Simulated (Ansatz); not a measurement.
# CAl2: the cost of one run

Program: Ansatz 0.2.0, Gaussian basis. Level of theory: def2-TZVPP, core rule «outside noble gas», up to 11 orbitals frozen. These are calculated values, not measurements.

The runs, in order: UHF; ROHF; CCSD(T) on UHF.

2 further runs of the same task are left out: 2 set aside as unsound or not needed.

### Step 1. What is computed

The geometry is a PBE0/def2-TZVP stationary point (not a proven minimum) of the parent state, kept for this charge and spin.

3 atoms, charge 1, spin multiplicity 4.

Atoms are counted from 1 here; the program's logs count them from 0.

Bond lengths: Al1–Al2 2.681 Å, Al2–C3 1.896 Å. Angles: Al1–Al2–C3 180.0°.

### Step 2. UHF

in.yaml

```yaml
crystal:
  periodic: [false, false, false]
  atoms:
    - {symbol: Al, position_ang: [0.000000, 0.000000, 2.419367]}
    - {symbol: Al, position_ang: [0.000000, 0.000000, -0.261933]}
    - {symbol: C, position_ang: [0.000000, 0.000000, -2.157433]}
basis:
  gaussian: {orbitals: def2-TZVPP}
total_charge: 1
magnetization: {spin_polarized: true, initial_magnetization: 3}
hamiltonian: {xc: hf}
output: {orbitals: {seedname: orbitals}}
```

Run with:

```
$ ansatz run in.yaml --threads 1 --pin off --events-out ev --progress --plain --max-ram 4096MiB --backend cpu
```

**Question.** How long does this run take on 1 thread of AMD EPYC 7R13, shared host, and how much memory does it need?

About 9 s, with a peak of 0.31 GiB.
